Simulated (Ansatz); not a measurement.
# NH₄ (doublet): from Hartree-Fock to the top rungs at distance N1–H4 along a hydrogen transfer = 1.012 Å, 6-31G

An exercise on one series of results from a longer session: the logs are not shown, and one member is left open.

The runs use Ansatz 0.2.0, Gaussian basis; 6-31G, core rule «outside noble gas», up to 1 orbitals frozen.

To be run: UHF; CCSD(T) on ROHF; CCSD(T) on UHF.

24 further runs of the same task are left out: 1 that didn't finish, 23 set aside as unsound or not needed.

## The system

The geometry derives from fragments relaxed apart (PBE0/def2-TZVP) and kept rigid, so it is no stationary point. A hydrogen atom is moved between rigid fragments.

5 atoms, charge 0, spin multiplicity 2.

Atoms are counted from 1 here; the program's logs count them from 0.

Bond lengths: N1–H2 1.012 Å, N1–H3 1.012 Å, N1–H4 1.012 Å. Angles: H2–N1–H3 107.1°, H2–N1–H4 107.1°, H3–N1–H4 107.1°.

The first run:

The input, in.yaml:

```yaml
crystal:
  periodic: [false, false, false]
  atoms:
    - {symbol: N, position_ang: [-0.136391, -0.031601, -0.049187]}
    - {symbol: H, position_ang: [-0.433671, 0.936233, -0.049186]}
    - {symbol: H, position_ang: [-0.433670, -0.433900, 0.831073]}
    - {symbol: H, position_ang: [0.876070, -0.031600, -0.049187]}
    - {symbol: H, position_ang: [1.886609, -0.031600, -0.049187]}
basis:
  gaussian: {orbitals: 6-31G}
magnetization: {spin_polarized: true, initial_magnetization: 1}
hamiltonian: {xc: hf}
output: {orbitals: {seedname: orbitals}}
```

The run is started by

```sh
$ ansatz run in.yaml --threads 1 --pin off --events-out ev --progress --plain --max-ram 2393MiB
```

Among the steps run: UHF; CCSD(T) on ROHF; CCSD(T) on UHF.

One table of the session follows, with a row left open; its other results are not shown here.

| method | from RCCSD(T) (meV) |
| --- | --- |
| ROHF | +3757.9 |
| UHF | ? |
| RMP2 | +432.4 |
| UMP2 | +432.4 |
| RCCSD | +46.1 |
| UCCSD | +44.4 |
| RCCSD(T) | 0 |
| UCCSD(T) | -0.4 |

Estimate the missing values for UHF.

**Answer.** from RCCSD(T) (meV): +3655.8. In the column «from RCCSD(T) (meV)» it lies between UMP2 (+432.4) and ROHF (+3757.9).

Limits of these values: Restricted and unrestricted rows rest on different reference determinants; where their highest levels disagree by more than a few hundredths of an eV, they describe different states and don't form one ladder.
